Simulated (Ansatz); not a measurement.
Compare A (`CCC(C)(C)C`) with its isomer B (`CCCC(C)C`).

Gas-phase electronic energies from Ansatz, PBE0-D4/def2-TZVP geometries. CCSD(T)/CBS adds triple-zeta CCSD(T) − MP2 to the extrapolated MP2 energy (def2 sets, frozen cores). DFT in def2-TZVPP. B3LYP here is the variant with VWN-RPA as its local correlation; programs differ in this. Each species was taken in one conformer, which may not be the lowest.

Q: Which is lower in electronic energy at CCSD(T)/CBS, and by how much? (Best estimate.)

A: The calculation gave: A, by 8.7 kJ/mol.

Q: Give E(B) − E(A) in kJ/mol with B3LYP, B3LYP-D4, MP2/def2-TZVPP, HF/def2-TZVPP, ωB97M-V, CCSD(T)/def2-TZVPP, r2SCAN-D4. (Best estimate.)

A: Computed: B3LYP 0.4, B3LYP-D4 5.1, MP2/def2-TZVPP 11.9, HF/def2-TZVPP -1.2, ωB97M-V 7.8, CCSD(T)/def2-TZVPP 9.2, r2SCAN-D4 7.2. The order is the other way round with HF/def2-TZVPP.

Largest T1 diagnostic: 0.008.

The D4 term adds +4.7 kJ/mol with B3LYP and +2.4 kJ/mol with PBE0; it sums over pairs of atoms, weighted by their polarisabilities, and B3LYP, whose exchange is more repulsive, gets the larger term. In def2-TZVPP, CCSD(T) changes the Hartree–Fock value by +10.3 kJ/mol (the triples alone add +1.8 kJ/mol) and MP2 by +13.0 kJ/mol.
